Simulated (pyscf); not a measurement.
Thermochemistry of product channels of H₂B–Cl (SMILES BCl) + CH₄ (SMILES C) on the singlet surface, in eV, from ωB97M-D3(BJ)/def2-TZVP energies (ideal gas, 1 atm, RRHO with modes under 100 cm⁻¹ raised to 100, one conformer, R ln 2 for rigid chiral ones). Optimised with ωB97X-D3(BJ)/def2-SVP in PySCF.

```csv
products,ΔE,ΔH(298 K),ΔG(600 K),ΔG(900 K)
H₂B–CH₃ (SMILES BC) + HCl (SMILES Cl),+1.02,+0.94,+0.84,+0.77
H₃C–BH–Cl (SMILES CBCl) + H₂ (SMILES [H][H]),+0.12,-0.02,+0.01,?
```

**Question.** Some entries are withheld; supply them.

**Answer.** 
- H₃C–BH–Cl (SMILES CBCl) + H₂ (SMILES [H][H]), ΔG(900 K): -0.02

These are energies of the channels, which say nothing of barriers.
